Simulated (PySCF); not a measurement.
Name the molecule from its bond curve

A diatomic of charge 0 contains Si (the partner may be the same element). Its triplet curve at revPBE in a double-zeta basis (no relativity, PySCF), in eV from the separated fragments:

(R (Å), E (eV)): (2.034, -1.930), (2.128, -2.429), (2.223, -2.717), (2.294, -2.833), (2.365, -2.886), (2.436, -2.889), (2.531, -2.835), (2.649, -2.701), (2.791, -2.476), (2.980, -2.112)

The fit gives ωe = 405 cm⁻¹ and the rotational constant Bₑ = 0.2084 cm⁻¹.

Q: Which atom is the partner?

A: The minimum lies at 2.405 Å, so the reduced mass is 16.8576 u Å² cm⁻¹/(Bₑ·Re²) = 13.99 u. With Si at 27.98 u the partner weighs about 28.0 u: Si. The molecule is Si2.

3-21G is very small, so such numbers show the basis as much as the molecule. The state is the lowest determinant that a PBE0 search found; another state may lie lower at other levels.
